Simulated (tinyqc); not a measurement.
Worked calculation: Hueckel theory of the pi electrons with the omega technique, for the molecule C=C[CH2-] (SMILES; centres numbered as the heavy atoms are written). One step of it, computed by the program tinyqc.

Task: Energy, charges, bond orders. E = sum n x; q_r = z_r - P_rr; bond order p = P_rs; free valence = sqrt(3) - sum of p over the bonds of the atom.

final x values: [1.256752, -0.275920, -1.580830]

occupations: [2.000000, 2.000000, 0.000000]

final P, order 1C, 2C, 3C:
$$\begin{pmatrix}
1.459867 & 0.704825 & -0.540133 \\
0.704825 & 1.080266 & 0.704825 \\
-0.540133 & 0.704825 & 1.459867
\end{pmatrix}$$

Centres:
```
centre  z_r, pi electrons of the neutral centre         h
1C                                            1  0.000000
2C                                            1  0.000000
3C                                            1  0.000000
```

Bonds:
```
i  j  k
1  2  1
2  3  1
```

Give: pi energy = 4 alpha + this times beta; pi charges; Bond orders and lengths from R = 1.517 - 0.180 p; free valence of the carbons; gap between the highest filled and the next level.

Result:

pi energy = 4 alpha + this times beta = 1.9617

pi charges: 1C -0.4599, 2C -0.0803, 3C -0.4599

Bond orders and lengths from R = 1.517 - 0.180 p (angstrom, C-C alone):
```
bond       p       R
1-2   0.7048  1.3901
2-3   0.7048  1.3901
```

free valence of the carbons: 1C 1.0272, 2C 0.3224, 3C 1.0272

gap between the highest filled and the next level = 1.3049 |beta|
